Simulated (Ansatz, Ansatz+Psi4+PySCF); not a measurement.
```xyz
6

C     0.0000   -0.0295   -1.2404
S     0.0000   -0.0644    0.7165
H     0.0000   -1.1629   -1.5920
H    -0.9719    0.4953   -1.6749
H     0.9719    0.4953   -1.6749
H     0.0000    1.3794    0.9200
```

Basis set: cc-pVTZ (spherical functions). Frozen core: 6 orbitals. Charge 0, multiplicity 1.

Computed with Ansatz (development build ahead of 0.2.0); each method stands on the lowest determinant of its kind that the runs found. Restricted open shells among the atoms or ions are ROHF, correlated in semicanonical orbitals with singles.

(1) Give the atomization energy at this shape (free ground-state atoms in the same class of orbitals less the molecule, no zero-point energy) of singlet CH₄S by RHF-MP2, RHF.

Results:

(1)

```json
{"method": "RHF-MP2", "atomization energy": "1852.5 kJ/mol"}
{"method": "RHF", "atomization energy": "1399.3 kJ/mol"}
```

Caution: no unrestricted run beside it, a lower state can exist; the shape is not the minimum.
